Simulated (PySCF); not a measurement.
# Na₂⁺: from constants to spectrum

UHF-CCSD(T) constants of Na₂⁺, ²Σg⁺ (doublet), unpaired electrons σ ↑ (PySCF, spin-free X2C with a Gaussian nucleus, basis sets Na x2c-SVPall; masses 22.9898 and 22.9898 u):

- ωe: 112.7 cm⁻¹
- ωexe: 0.35 cm⁻¹
- Be: 0.10309 cm⁻¹
- αe: 0.000546 cm⁻¹
- D (centrifugal): 3.45e-07 cm⁻¹
- De to Na⁺ + Na: 0.95 eV

(1) Give the vibrational terms G(v) and spacings up to v = 6.

(2) How well does the Morse estimate ωe²/(4ωexe) reproduce De, and what is D0?

Correlated steps freeze 2 core orbitals. Correlated levels converge slowly with the basis: in double zeta they bind strong bonds too weakly, by up to about 1 eV, and carry superposition errors of some tenths. The state is the lowest determinant that a PBE0 search found; another state may lie lower at other levels.

Answers

(1) G(v) = ωe(v+½) − ωexe(v+½)².

```csv
v,G(v) (cm⁻¹),G(v) − G(v−1),Bv (cm⁻¹)
0,56.3,,0.1028
1,168.3,112.0,0.1023
2,279.6,111.3,0.1017
3,390.2,110.6,0.1012
4,500.1,109.9,0.1006
5,609.3,109.2,0.1001
6,717.8,108.5,0.0995
```

(2) It gives 1.12 eV, 118 % of the computed De. D0 = De − G(0) = 0.95 − 0.01 = 0.94 eV.
